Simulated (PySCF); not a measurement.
# Relaxation of doublet PH₂

Level of theory: UPBE0/[P def2-TZVP, H def2-TZVP], no relativity, density fitting, PySCF. A (50,194) grid was used.

A start displaced from a saddle point along its imaginary mode, of C2v symmetry, held to at least that symmetry:

```xyz
3
charge 0 multiplicity 2, angstrom
P    -0.0021   -0.0075    0.0000
H     0.0323    0.1156    1.3801
H     0.0323    0.1156   -1.3801
```

What forces act on the atoms at the start (eV/Å)?


```tsv
atom	Fx	Fy	Fz
P1	-0.70	-2.52	0.00
H2	0.35	1.26	-0.09
H3	0.35	1.26	0.09
```

What does it relax to?

It ends at C2v with P–H 1.424 Å (×2); H–P–H 91.5°. A frequency run shows a minimum. Other isomers or separated fragments may lie lower.

How much energy is released, and in how many steps?

281.4 kJ/mol in 7 steps.

The relaxation took 3.3 s on 2 threads of a shared Arm Neoverse V1 host, with 49 basis functions and 8 gradients; the process peaked at 0.55 GiB. Launch command: `OMP_NUM_THREADS=2 python axn.py task.json out`.
